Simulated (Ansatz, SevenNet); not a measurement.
# Bulk modulus B0 of rock-salt NaF: levels of theory against measurement

Reference value: 53.1 GPa (measured, 0 K value with the zero-point phonon effect removed; as tabulated in Mejia-Rodriguez and Trickey (2018), arXiv:1807.09216).

Put these levels in order of the bulk modulus B0 that they give for rock-salt NaF, smallest first: Hartree–Fock (Ansatz, a first-principles code), SevenNet-0, SevenNet-l3i5, r²SCAN (Ansatz).

SevenNet-l3i5 (43.1 GPa), SevenNet-0 (47.5 GPa), Hartree–Fock (51.1 GPa), r²SCAN (54.4 GPa)

Unless a cell is named, each level is at its own relaxed cell (SevenNet-0 12.93, SevenNet-l3i5 12.96, r²SCAN 12.12, Hartree–Fock 12.34 Å³/atom).

Errors against the reference: SevenNet-0 -10.5 %, SevenNet-l3i5 -18.8 %, r²SCAN +2.4 %, Hartree–Fock -3.8 %.

Each level is taken at its own relaxed cell. Cutoffs and k meshes differ between the levels. Ansatz's density-functional and Hartree–Fock values are scalar-relativistic unless marked +SOC, with PAW data made under PBE.

Machine-learned potentials (SevenNet-0, SevenNet-l3i5) are trained on DFT data: a solid inside that data is no test of them.

Differences are worked out from the printed values.
